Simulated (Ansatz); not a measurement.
Two shapes of triplet C₂H₃N.

Shape 1:

```xyz
6

C     0.6468    0.6279    0.7525
C    -0.1583   -0.1635   -0.1842
N    -0.7838   -0.7742   -0.9052
H     0.9836    1.5436    0.2698
H     0.0481    0.8839    1.6249
H     1.5143    0.0527    1.0706
```

Shape 2:

```xyz
6

C    -0.6850   -0.8370    0.4587
C     0.1623    0.1983   -0.1087
N     0.8368    1.0224   -0.5604
H    -0.9477   -0.5876    1.4968
H    -1.6116   -0.9333   -0.1252
H    -0.1619   -1.8040    0.4507
```

Basis set: def2-SVP (spherical functions). Correlated methods keep 3 orbitals frozen. Charge 0, multiplicity 3.

Computed with Ansatz (development build ahead of 0.2.0); each method stands on the lowest determinant of its kind that the runs found.

(1) Which shape is lower in energy, and by how much in each method?

Results:

(1)

```
 method  E(2) − E(1) (eV)
    UHF            -0.401
UHF-MP2            -0.464
```

Shape 2 is lower. Caution: another spin multiplicity may lie lower; the determinant breaks the point group.
